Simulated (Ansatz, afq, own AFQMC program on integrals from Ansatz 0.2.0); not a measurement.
**CH3N, singlet → CH$_{3}$N, triplet**

```xyz
5

N     0.0000   -0.1232   -0.6250
C     0.0000    0.0600    0.6223
H     0.0000   -0.8099    1.2818
H     0.0000    1.0402    1.1129
H     0.0000    0.7666   -1.1253
```

Connectivity, by distances: NH–CH2.

E(triplet, charge +0) − E(singlet, charge +0) at this geometry, on RHF and UHF determinants.

Basis aug-cc-pVDZ. Only valence electrons are correlated. AFQMC by an in-house program on the Cholesky factors that Ansatz 0.2.0 writes for its CCSD(T) run. The CISD trial takes its coefficients from CCSD amplitudes. Released means that phaseless walkers are propagated on without the constraint, phases kept. Free AFQMC starts from the CCSD state and is never constrained. Its projection time is finite, and what remains of the start isn't in its error. Uncertainties: one standard error, sampling alone. The errors of all members are added in quadrature.

No full CI on the walks' own integrals is used here; CCSDT(Q) serves as the reference and is uncertain by about the last step of the cluster series. Each member takes its own surest rung, up to full CI.

Errors are counted within aug-cc-pVDZ, not against nature.

Cautions: CH₃N (triplet): another spin lies lower, the released energies have errors that jump between times, so the bars are unsure, so no released level is given (meV from the phaseless value at times in 1/Eh: -14 ± 3 at 0.24, -20 ± 3 at 0.51, -21 ± 3 at 0.99, -126 ± 96 at 1.62, -23 ± 5 at 2.40), though the last usable value meets CCSDT(Q) within the noise, its ph-AFQMC/CISD value lies 18 ± 3 meV above CCSDT(Q).

Reference (CCSDT(Q)): 4.667 eV.

```tsv
level	vertical spin gap (eV)	error against CCSDT(Q) (eV)
HF	3.780	-0.886
MP2	4.850	0.183
CCSD	4.601	-0.066
CCSD(T)	4.673	0.006
CCSDT	4.657	-0.009
ph-AFQMC/HF	4.680 ± 0.039	0.013 ± 0.039
ph-AFQMC/CISD	4.683 ± 0.006	0.016 ± 0.006
free AFQMC	4.668 ± 0.011	0.001 ± 0.011
```

Correlation beyond CCSD(T) takes off 0.006 eV. The perturbative (T) step is worth +0.072 eV.

Free projections are given only where their last times agree within the noise and don't stop above the reference; a slow remainder of the start can still hide under it. A walk keeps the symmetry of its determinant, which the program's search chose and which needn't be the lowest solution, so a lower state of the same spin and another symmetry isn't excluded.
